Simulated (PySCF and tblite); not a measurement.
Values are calculated unless marked as measured or tabulated.
C₂H₄Cl₂, numbered as in [Cl:1][CH2:2][CH2:3][Cl:4]. The same 2 conformers on PBE0-D3(BJ)/def2-SVP geometries, with only the solvent of the single-point energies changed (functional PBE0, basis set def2-TZVP, D3(BJ) where defined; PySCF).

Torsions listed: Cl1–C2–C3–Cl4. Of a mirror pair one member is shown.

```tsv
conformer	shape	symmetry	dipole D
1	180°	C2h	0.00
2	-66°	C2 (pair)	2.71
```

Energies (kcal/mol) above conformer 1 and its weight at 298.15 K (thermal terms from GFN2-xTB):

| solvent | E(2) − E(1) | weight of 1 (%) | dipole of 1 (D) | of 2 |
| --- | --- | --- | --- | --- |
| gas phase | 1.29 | 81 | 0.00 | 2.71 |
| cyclohexane | 0.85 | 66 | 0.00 | 3.10 |
| chloroform | 0.38 | 47 | 0.00 | 3.44 |
| acetone | -0.03 | 31 | 0.00 | 3.71 |
| water | ? | ? | ? | ? |

Task: What does water give?

Result: E(2) − E(1) = -0.14 kcal/mol, weight of conformer 1 27 %, dipoles 0.00 and 3.79 D.

Task: How much does the choice of solvent matter?

Result: The widest range is that of E(2) − E(1), which runs from -0.14 (water) to 1.29 kcal/mol (gas phase), a spread of 1.44, against RT = 0.59. From gas phase to water conformer 2 gains, the one with the larger dipole, as a polar medium favours it. Some levels give another conformer the largest weight.
